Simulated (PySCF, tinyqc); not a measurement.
Inside a calculation. Method: coupled-perturbed Hartree-Fock on RHF in the sto-6g basis, for HF, spin multiplicity 1. The lowest restricted solution is unstable here: a spin-polarised one lies 0.0349 hartree lower (PySCF). One step of it, computed by the program tinyqc.

Problem. Orthogonalisation. S = U s U^T; symmetric (Loewdin) form X = U s^(-1/2) U^T, so that X^T S X = 1.

overlap S:
```
           1F 1s     1F 2s    1F 2px    1F 2py    1F 2pz     2H 1s
1F 1s   1.000000  0.232479  0.000000  0.000000  0.000000  0.015973
1F 2s   0.232479  1.000000  0.000000  0.000000  0.000000  0.195696
1F 2px  0.000000  0.000000  1.000000  0.000000  0.000000  0.000000
1F 2py  0.000000  0.000000  0.000000  1.000000  0.000000  0.000000
1F 2pz  0.000000  0.000000  0.000000  0.000000  1.000000  0.176358
2H 1s   0.015973  0.195696  0.000000  0.000000  0.176358  1.000000
```

Give: eigenvalues of S; X.

Solution.

eigenvalues of S: 0.6793  0.8670  1.0000  1.0000  1.1172  1.3364

X:
```
          1F 1s    1F 2s  1F 2px  1F 2py   1F 2pz    2H 1s
1F 1s    1.0213  -0.1222  0.0000  0.0000  -0.0016   0.0101
1F 2s   -0.1222   1.0370  0.0000  0.0000   0.0140  -0.1045
1F 2px   0.0000   0.0000  1.0000  0.0000   0.0000   0.0000
1F 2py   0.0000   0.0000  0.0000  1.0000   0.0000   0.0000
1F 2pz  -0.0016   0.0140  0.0000  0.0000   1.0123  -0.0923
2H 1s    0.0101  -0.1045  0.0000  0.0000  -0.0923   1.0277
```
